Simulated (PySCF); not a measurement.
Energy landscape of CH3, doublet: umbrella (inversion) coordinate, bond length relaxed. Scanned: angle between the C-H bonds and the threefold axis (90 = planar). Other coordinates (C-H bond length) were minimised at PBE0/def2-TZVP.

Method: CCSD(T) on UHF/cc-pVTZ, 1 core orbital frozen (PySCF).

Scanned values (°): 90, 93, 96, 99, 102, 105, 108, 111, 114, 117, 120, 123, 126, 129, 132.

Question: At which scan points does the profile have its minima and maxima, and how high do they lie?

Answer: Lower than their neighbours: 90° (0.0 kcal/mol, end of the scan). Higher than their neighbours: 132° (63.9 kcal/mol, end of the scan). The whole profile spans 63.9 kcal/mol.
